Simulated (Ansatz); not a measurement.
System: C2H2, net charge -1, doublet state. 
Coordinates optimised at B3LYP-D3(BJ)/def2-TZVP (Ansatz, a first-principles code):
```xyz
4

C     -0.6277     0.1375    -0.1172
C      0.5703    -0.0237     0.3175
H     -1.1137    -0.1685    -1.0675
H      1.4580    -0.5144    -0.1343
```
Charge -1, spin multiplicity 2.

Basis-set convergence of Hartree-Fock and CCSD(T) correlation energies (hartree) with Ansatz. Correlated levels leave the core frozen unless marked. UHF or UKS for open shells. No spin-orbit coupling. Non-relativistic. This anion needs diffuse functions, which these sets lack.

| basis | functions | E(HF) | E(corr, CCSD(T)) |
|---|---|---|---|
| def2-SVP | 38 | -76.65939 | -0.29242 |
| def2-TZVPP | 90 | -76.76078 | -0.35647 |
| def2-QZVPP | 174 | [?] | [?] |

Some entries are withheld; supply them.


- def2-QZVPP, E(HF): -76.76730
- def2-QZVPP, E(corr, CCSD(T)): -0.37580
